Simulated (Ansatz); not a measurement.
**AlBH (doublet): wave-function methods side by side at angle B1–Al2–H3 = 119.5°, 6-31G**

Aim: climb from Hartree-Fock through coupled cluster and multireference methods for AlBH (doublet) at one geometry and basis, and see what each rung misses.

Computed with Ansatz 0.2.0, Gaussian basis. Level: 6-31G, core rule «outside noble gas», up to 6 orbitals frozen.

The runs, in order: UHF; CCSD(T) on ROHF; CCSD(T) on UHF; BCCD(T) on ROHF; CISD; CCSDT(Q) on ROHF; CCSDT(Q) on UHF; CCSDTQ on ROHF; CCSDTQ on UHF; CASSCF and MRCISD+Q, 3 electrons in 3 orbitals; CASSCF and NEVPT2, 3 electrons in 3 orbitals; CASSCF and MRCISD+Q, 7 electrons in 9 orbitals; CASSCF and MRCISD+Q(relaxed), 7 electrons in 9 orbitals; CASSCF and NEVPT2, 7 electrons in 9 orbitals; Full CI.

14 further runs of the same task are left out: 8 that didn't finish, 6 set aside as unsound or not needed.

## Step 1: The system

The geometry derives from a PBE0/def2-TZVP stationary point (not a proven minimum). One angle is set to the value named; bond lengths are kept.

3 atoms, charge 0, spin multiplicity 2.

Atoms are counted from 1 here; the program's logs count them from 0.

Bond lengths: B1–Al2 2.077 Å, Al2–H3 1.601 Å. Angles: B1–Al2–H3 119.5°.

## Step 2: UHF

File in.yaml:

```yaml
crystal:
  periodic: [false, false, false]
  atoms:
    - {symbol: B, position_ang: [0.000000, -0.208413, 1.504586]}
    - {symbol: Al, position_ang: [0.000000, 0.125470, -0.545055]}
    - {symbol: H, position_ang: [0.000000, -1.123299, -1.547373]}
basis:
  gaussian: {orbitals: 6-31G}
magnetization: {spin_polarized: true, initial_magnetization: 1}
hamiltonian: {xc: hf}
output: {orbitals: {seedname: orbitals}}
```

Command:

```console
$ ansatz run in.yaml --threads 1 --pin off --events-out ev --progress --plain --max-ram 2393MiB
```

Further steps of the session: CCSD(T) on ROHF; CCSD(T) on UHF; BCCD(T) on ROHF; CISD; CCSDT(Q) on ROHF; CCSDT(Q) on UHF; CCSDTQ on ROHF; CCSDTQ on UHF; CASSCF and MRCISD+Q, 3 electrons in 3 orbitals; CASSCF and NEVPT2, 3 electrons in 3 orbitals; CASSCF and MRCISD+Q, 7 electrons in 9 orbitals; CASSCF and MRCISD+Q(relaxed), 7 electrons in 9 orbitals; CASSCF and NEVPT2, 7 electrons in 9 orbitals; Full CI.

Q: Predict the results of all the runs planned. Wanted: FCI below the RHF energy; RMP2 from FCI; UMP2 from FCI; RCCSD from FCI; RCCSD(T) from FCI; UCCSD(T) from FCI; RCCSDT(Q) from FCI; UCCSDT(Q) from FCI; NEVPT2 pair from FCI.

**Answer**, as computed:

| quantity | value |
| --- | --- |
| FCI below the RHF energy | -3.2358 eV |
| RMP2 from FCI | +1303.4 meV |
| UMP2 from FCI | +998.0 meV |
| RCCSD from FCI | +212.2 meV |
| RCCSD(T) from FCI | +61.3 meV |
| UCCSD(T) from FCI | +107.7 meV |
| RCCSDT(Q) from FCI | +3.4 meV |
| UCCSDT(Q) from FCI | +5.2 meV |
| NEVPT2 pair from FCI | +859.1 meV |
| MRCISD+Q pair from FCI | +92.8 meV |
| NEVPT2 valence from FCI | +177.1 meV |
| levels within 1 kcal/mol (43 meV) | RCCSDT, UCCSDT, RCCSDT(Q), UCCSDT(Q), RCCSDTQ, UCCSDTQ, MRCISD valence, MRCISD+Q valence, MRCISD+Q(relaxed) valence |
| T1 diagnostic | 0.087 |
| effectively unpaired electrons | 1.56 |

**Reading.** RCCSD(T) misses by +61.3 meV, 1.9 % of the correlation energy. CCSD(T) misses by +61.3 meV on the restricted determinant and by +107.7 meV on the unrestricted one; the two need not hold the same state or core. MRCISD+Q(relaxed) valence falls below full CI: the +Q correction isn't variational, and the cores differ from full CI's. The occupations show some static correlation. Of the multireference levels listed MRCISD+Q(relaxed) valence comes nearest in total energy (-3.2 meV), which doesn't show that its space is the better one. Coupled cluster took another determinant than the lowest Hartree-Fock one. These misses are within one basis, not against nature; the frozen cores of restricted and unrestricted runs differ, which can shift their rows.
